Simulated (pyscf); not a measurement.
Four-centre exchange: `[F][Au]` + `[SiH4]` -> `[AuH]` + `[F][SiH3]`

Gas phase, singlet surface, charge 0. Bonds broken: Au1–F2, Si3–H4. Bonds formed: Au1–H4, F2–Si3. Structures and frequencies: ωB97X-D3(BJ)/def2-SVP in PySCF.

Transition state (Å):

```xyz
7

Au     0.4820     0.1612    -1.7180
F      1.9086     0.2269    -0.2048
Si     0.3954    -0.1514     1.3312
H     -0.4725    -0.1559     0.0389
H      1.2508    -1.3474     1.5326
H      0.8697     1.1816     1.7795
H     -0.7848    -0.4180     2.2395
```

One imaginary mode, 235i cm⁻¹; descent along it reached the two sides named, in the forms told below.

```
bond    change  reactant side (Å)  saddle  product side
------  ------  -----------------  ------  ------------
Au1–F2  breaks              1.964   2.081         2.308
Si3–H4  breaks              1.497   1.557           4.7
Au1–H4   forms                2.8   2.024         1.548
F2–Si3   forms                2.8   2.189         1.668
```

Electronic energies relative to the separated reactants (kJ/mol):

```csv
level,barrier,reaction energy,reverse barrier
ωB97X-D3(BJ)/def2-TZVP,-10.4,-229.4,219.0
PBE/def2-TZVP,4.5,-244.8,249.2
r²SCAN/def2-TZVP,2.9,-255.7,258.6
B3LYP-D3(BJ)/def2-TZVP,5.4,-247.5,252.9
PBE0-D3(BJ)/def2-TZVP,-2.1,-248.1,246.0
M06-2X/def2-TZVP,-3.6,-251.8,248.2
ωB97M-D3(BJ)/def2-TZVP,-3.0,-236.7,233.7
HF/def2-TZVP,26.9,-224.3,251.3
```

With ωB97M-D3(BJ)/def2-TZVP energies and thermal terms (ideal gas, 1 atm, RRHO with modes under 100 cm⁻¹ raised to 100, one conformer, R ln 2 for chiral ones without a mode under 150 cm⁻¹), in kJ/mol:

```tsv
T (K)	ΔH‡	ΔG‡	ΔH	ΔG
298	-2.6	32.0	-236.6	-237.6
600	-2.1	67.1	-236.6	-238.5
900	-0.9	101.4	-236.6	-239.5
1200	0.5	135.3	-236.6	-240.5
```

On the reactant side the descent ends in a complex, 17.0 kJ/mol under the separated species and 6.6 kJ/mol under the saddle at ωB97X-D3(BJ)/def2-TZVP. On the product side the descent ends in a bound adduct (not fully relaxed), 46.3 kJ/mol under the separated species and 265.3 kJ/mol under the saddle at ωB97X-D3(BJ)/def2-TZVP. At ωB97X-D3(BJ)/def2-TZVP, PBE0-D3(BJ), M06-2X, ωB97M-D3(BJ) the saddle lies under the separated reactants, which points to a path from their complex (located at ωB97X-D3(BJ) alone). The reactants may also form a dative adduct at F–Au; it and routes through it were not searched. This is the saddle that the search found; another between the same sides may lie lower. Elements past Kr carry the def2 core potentials, without spin-orbit coupling.
